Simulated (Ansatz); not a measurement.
A nudged elastic band was laid between two geometries of C₂H₃FN (7 atoms, charge 0, multiplicity 2).

Theory: Ansatz, UKS B3LYP-D4/def2-SVP.

```json
{
  "movable images": "7",
  "climbing image": "yes",
  "spring": "5.0 eV/Å²",
  "optimiser": "quadratic models (default)",
  "start path": "through a guess of the saddle point",
  "force threshold": "0.05 eV/Å",
  "iteration limit": "46",
  "end points": "relaxed"
}
```

Initial state:

```xyz
7
Properties=species:S:1:pos:R:3
N -0.445 0.871 -0.238
C 0.521 0.035 0.341
C 0.702 -1.259 0.070
F 0.082 -1.983 -0.847
H -1.110 0.379 -0.830
H -0.938 1.457 0.433
H 1.189 0.501 1.070
```

Final state:

```xyz
7
Properties=species:S:1:pos:R:3
N -0.499 1.056 -0.206
C 0.287 -0.049 0.135
C 0.201 -1.276 -0.376
F 1.023 -2.291 -0.219
H -1.289 0.827 -0.803
H -0.809 1.596 0.598
H 1.085 0.137 0.869
```

Problem. What changes between the two ends?

Solution. No bond is made or broken. The dihedral H7–C2–C3–F4 goes from -174 to -7°.

Problem. What energy profile does the band end with?

Solution. It converged. The highest image is number 4 of 0 to 8, 0.83 eV above the first end and 0.81 eV above the last; the last end lies 0.02 eV above the first. A vibrational analysis at the climbing image gives one clearly imaginary mode, 673i cm⁻¹: a first-order saddle point.

```csv
image,path coordinate (Å),energy (eV),dihedral H7–C2–C3–F4 (°)
0,0.00,0.00,-174
1,0.27,0.02,-174
2,0.55,0.12,-168
3,0.82,0.41,-147
4,1.09,0.83,-97
5,1.32,0.51,-55
6,1.55,0.20,-31
7,1.77,0.06,-16
8,2.00,0.02,-7
```

Problem. What is the geometry of the highest image?

Solution. 
```xyz
7
Properties=species:S:1:pos:R:3:forces:R:3
N -0.521 0.973 -0.190 0.00 0.00 0.01
C 0.403 0.010 0.224 -0.01 0.01 -0.01
C 0.398 -1.295 -0.037 0.00 0.00 0.00
F 0.697 -2.359 -0.732 0.00 0.00 0.00
H -1.306 0.621 -0.729 0.00 0.00 0.00
H -0.814 1.631 0.528 0.00 0.00 0.00
H 1.143 0.420 0.936 0.00 0.00 0.00
```

Problem. What are the harmonic wavenumbers there?

Solution. 673i, 172, 355, 452, 630, 788, 876, 1135, 1199, 1377, 1611, 1839, 3023, 3524, 3637 cm⁻¹.

The band took 14 iterations and of the order of 9 core-minutes.

Run time: 9.4 min on 1 thread of Arm Neoverse N1, with other jobs on the host, peak memory 0.17 GiB.
